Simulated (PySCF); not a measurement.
# How close CCSD(T) comes to the exact answer in a basis

Each species is computed at the geometry given (Å), with frozen cores, in PySCF 2.14.0: RHF-CCSD(T) for singlets, UHF-CCSD(T) otherwise, and full CI in the same basis. The script picks the determinant by trial CCSD, so it needn't be the lowest Hartree–Fock solution. States: SiH4 triplet Au, [H···H···SiH2] singlet A', Al2H doublet Π. Cases whose determinant has another symmetry than full CI's state, or whose (Q) step broke down, weren't drawn.

**Question.** Judging by size, spin and bonding, rank them by the size of CCSD(T)'s error in total energy against full CI in the same basis, smallest first (an estimate).
A. SiH4, triplet, 6-31G: Si 0.000 0.000 0.000; H -0.013 1.200 1.192; H -0.018 -1.192 1.200; H 0.018 1.192 -1.200; H 0.013 -1.200 -1.192
B. [H···H···SiH2], singlet, 6-31G: H -2.424 0.055 0.000; H -1.537 0.055 0.000; Si 0.092 0.055 0.000; H 0.704 -0.819 1.090; H 0.704 -0.819 -1.090
C. Al2H, doublet, 6-31G: Al 0.000 0.000 0.454; Al 0.000 0.000 -2.994; H 0.000 0.000 2.540

**Answer.** B (17.4 meV), A (25.1 meV), C (34.0 meV).

| species | basis | correlated electrons | CCSD(T) − full CI (meV) | CCSDT(Q) − full CI (meV) | unpaired electrons (full CI) | T1 | ⟨S²⟩ of the determinant |
| --- | --- | --- | --- | --- | --- | --- | --- |
| [H···H···SiH2], singlet | 6-31G | 8 | 17.4 | 0.9 | 0.14 | 0.018 | 0.00 |
| SiH4, triplet | 6-31G | 8 | 25.1 | – | 2.08 | 0.018 | 2.04 |
| Al2H, doublet | 6-31G | 7 | 34.0 | – | 1.18 | 0.048 | 0.75 |

Unpaired electrons are Σ n²(2−n)² over natural occupations; an open shell counts its own unpaired electrons too. Frozen cores follow each run's orbitals, which moves totals by a few meV. A dash: (Q) wasn't run for open shells.
